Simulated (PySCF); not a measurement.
# C2H2F2 (Ethene, 1,2-difluoro-, (Z)-): the cost of one run

Computed with PySCF 2.14.0, with density-fitted response routines of our own, on a single molecule in the gas phase. Atoms are numbered from 0 throughout.

### 1 Starting geometry

6 atoms, charge 0, multiplicity 1; geometry from: MMFF94s. The atoms were then displaced at random by about 0.03 Å, so the start is not that level's minimum.

Bonds of the start (Å): F0–C1 1.34, C1–C2 1.37, C2–F3 1.28, C1–H4 1.09, C2–H5 1.03.

### 2 Geometry optimisation at PBE0-D3(BJ)/def2-SVP

Job settings and geometry (Å):

```
{"job": {"xc": "PBE0", "basis": "def2-SVP", "d3": "d3bj", "grid": 1, "shake": 0.03, "kind": "geom"}, "charge": 0, "multiplicity": 1}
F      1.467090     0.930560    -0.024810
C      0.643180    -0.125380    -0.012810
C     -0.726350    -0.078360    -0.016040
F     -1.242750     1.097740    -0.014220
H      1.268500    -1.017320    -0.028960
H     -1.346550    -0.903250     0.027560
```

The run is started by

```bash
OMP_NUM_THREADS=1 python probes_run.py task.json out
```

One launch serves the whole session: the jobs run in the order shown.

Q: Estimate the wall time and peak memory of this first job on 1 thread of Arm Neoverse V1, shared host.

About 9.8 s, with a peak of 0.28 GiB.
